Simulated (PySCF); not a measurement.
Species: P2F4.
Numbering: `[F:1][P:2]([F:3])[P:4]([F:5])[F:6]`

Method: PBE0-D3(BJ)/def2-SVP geometry optimisation, gas phase (PySCF).

Problem. List the bond lengths, angles and torsions at this level.

Solution. 
```csv
bond,length (Å)
F1–P2 and 3 like bonds,1.615
P2–P4,2.275
```

Bonds in one row agree within 0.01 Å and their mean is given. A selection of angles:
```csv
angle,degrees
F1–P2–F3,98.8
F1–P2–P4,93.6
P2–P4–F5,94.6
```

Dihedral angles: F1–P2–P4–F5 -179° (antiperiplanar).

All 4 F–P bonds measure 1.615 to 1.616 Å. P2 (three-coordinate phosphorus) is pyramidal (angles 98.8°, 94.3° and 93.6°, sum 286.7°, 0.91 Å off the plane of its three neighbours).

No frequency check. The numbers are those of one conformer.

Time: 16 s; peak memory 0.37 GiB. Hardware: an Arm Neoverse V2 with one thread, no GPU, shared host. This is the geometry optimisation.
